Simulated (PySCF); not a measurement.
# How methods differ on the ionisation energy of P

P [Ne] 3s2 3p3 [3p1/2^2 3p3/2^1, M_J = 3/2] → P+ [Ne] 3s2 3p2 [3p1/2^2, M_J = 0], as a difference of total energies. Computed with PySCF 2.14 in x2c-TZVPall-2c, with the two-component X2C-1e Hamiltonian. Correlated levels: [Ne] frozen; the 6 highest virtual spinors dropped. "Screened" scales the spin-orbit matrix elements by Boettger's factors to mimic the two-electron term; Breit and QED terms are absent.

```json
{"method": "GHF (spin-free)", "ionisation energy (eV)": "10.001", "error (eV)": "-0.486"}
{"method": "GMP2 (spin-free)", "ionisation energy (eV)": "10.473", "error (eV)": "-0.014"}
{"method": "GHF (screened spin-orbit)", "ionisation energy (eV)": "9.980", "error (eV)": "-0.507"}
{"method": "GMP2 (screened spin-orbit)", "ionisation energy (eV)": "10.452", "error (eV)": "-0.035"}
```

Reference: 10.487 eV (measured; NIST Atomic Spectra Database, ionization energies).

Errors of the correlated levels include the incompleteness of this basis and the frozen core.

The labels give the starting determinants; with spin-orbit coupling the two ends relaxed to ⟨J²⟩ = 3.75, ⟨L²⟩ = 0.00, ⟨S²⟩ = 3.75 and ⟨J²⟩ = 1.90, ⟨L²⟩ = 2.01, ⟨S²⟩ = 2.00.

The determinant of P+ mixes levels of different J (the jj label is only the starting occupation), so the difference between spin-free and spin-orbit rows is not the physical spin-orbit shift.
